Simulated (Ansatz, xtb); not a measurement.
**Ranking isomers of C3H3FO2**

3 gas-phase structures of C3H3FO2, from a drawn sample of its isomers (lower ones may exist). Each was relaxed with GFN2-xTB:

A. `O=C[C@@H]1O[C@H]1F`, a singlet
B. `O=C[C@@H]1O[C@@H]1F`, a singlet
C. `O=C[C@@]1(F)CO1`, a singlet

Which do you expect lowest at r2SCAN-D4/def2-SVP, and how would the others follow?

Calculated order at r2SCAN-D4/def2-SVP: B (0.0), A (0.5), C (2.4) kcal/mol. Less than 1 kcal/mol parts B and A, so the order within that pair means little.

Energies above the lowest of each column, in kcal/mol; the last columns are at PBE0-D3(BJ)/def2-SVP geometries:

```
structure  GFN2-xTB  HF/STO-3G  r2SCAN-D4/def2-SVP  PBE0-D3(BJ)/def2-SVP  CCSD(T)/def2-SVP + ΔMP2/def2-TZVPP
        B       0.0        0.0                 0.0                   0.0                                 0.0
        A       0.2        0.3                 0.5                   0.6                                 0.3
        C       2.8        0.1                 2.4                   2.3                                 1.9
```

Every level run on B puts it lowest or level with the lowest. Flexible structures stand in one conformer each, not always the lowest. ΔMP2 is the change of the MP2 energy from the smaller to the larger basis.

Programs: Ansatz 0.2.0, xtb 6.7.1.
